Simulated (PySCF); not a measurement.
Working with the constants of HCl

RHF-CCSD(T) constants of HCl, ¹Σ⁺ (singlet), closed shell (basis H x2c-TZVPPall, Cl x2c-TZVPPall; spin-free X2C with a Gaussian nucleus; PySCF 2.14; masses 1.0078 and 34.9689 u):

| Quantity | Value |
| --- | --- |
| ωe | 3015.0 cm⁻¹ |
| ωexe | 55.1 cm⁻¹ |
| Be | 10.618 cm⁻¹ |
| αe | 0.312 cm⁻¹ |
| D (centrifugal) | 0.000527 cm⁻¹ |
| De to H + Cl | 4.53 eV |

Estimate the standard entropy (1 bar) and heat capacity of the ideal gas at 1000 K, rigid rotor with B0 and harmonic oscillator at the fundamental.

Translation (Sackur–Tetrode, M = 35.98 u): 178.7 J/(mol K). Rotation: q = kT/(σB0) = 66.4 with σ = 1, 43.2. Vibration: x = hcν0/kT = 4.18, 0.67. S° = 222.6 J/(mol K); Cp = 7R/2 + 2.29 = 31.4 J/(mol K).

Correlated steps freeze 5 core orbitals. Where the molecule has an RHF reference, its open-shell atoms are computed with UHF.
